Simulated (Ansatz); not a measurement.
C₄H₅F (`C#CCCF`). Total charge 0; spin multiplicity 1. All single points use the PBE0-D4/def2-TZVP geometry. It is one conformer, not always the lowest.

```xyz
10

C     1.737    1.133    0.980
C     1.038    0.493    0.245
C     0.174   -0.273   -0.636
C    -1.241   -0.425   -0.111
F    -1.247   -1.196    1.031
H     2.360    1.696    1.633
H     0.120    0.218   -1.615
H     0.599   -1.267   -0.804
H    -1.865   -0.926   -0.857
H    -1.675    0.548    0.135
```

(1) What is the dipole moment at ωB97M-V/def2-TZVPP? (Best estimate.)

(2) And with PBE, r2SCAN, B3LYP? (Best estimate.)

(3) Give the Mulliken charges with ωB97M-V, B3LYP, r2SCAN in def2-TZVPP. (Estimate.)

Answers

(1) Computed: 1.90 D, with components (-0.23, 0.62, -1.78) D in this frame, pointing from negative to positive charge.

(2) The calculation gave: PBE 1.81 D, r2SCAN 1.88 D, B3LYP 1.91 D.

(3) Ansatz gave: 
```json
{"atom": "C1", "ωB97M-V": "0.03", "B3LYP": "0.13", "r2SCAN": "0.16"}
{"atom": "C2", "ωB97M-V": "-0.31", "B3LYP": "-0.41", "r2SCAN": "-0.39"}
{"atom": "C3", "ωB97M-V": "-0.21", "B3LYP": "-0.17", "r2SCAN": "-0.15"}
{"atom": "C4", "ωB97M-V": "0.05", "B3LYP": "0.10", "r2SCAN": "0.19"}
{"atom": "F5", "ωB97M-V": "-0.23", "B3LYP": "-0.25", "r2SCAN": "-0.24"}
{"atom": "H6", "ωB97M-V": "0.24", "B3LYP": "0.25", "r2SCAN": "0.23"}
{"atom": "H7", "ωB97M-V": "0.11", "B3LYP": "0.09", "r2SCAN": "0.05"}
{"atom": "H8", "ωB97M-V": "0.12", "B3LYP": "0.10", "r2SCAN": "0.06"}
{"atom": "H9", "ωB97M-V": "0.10", "B3LYP": "0.08", "r2SCAN": "0.04"}
{"atom": "H10", "ωB97M-V": "0.09", "B3LYP": "0.08", "r2SCAN": "0.04"}
```

B3LYP here is the variant with VWN-RPA as its local correlation; programs differ in this.
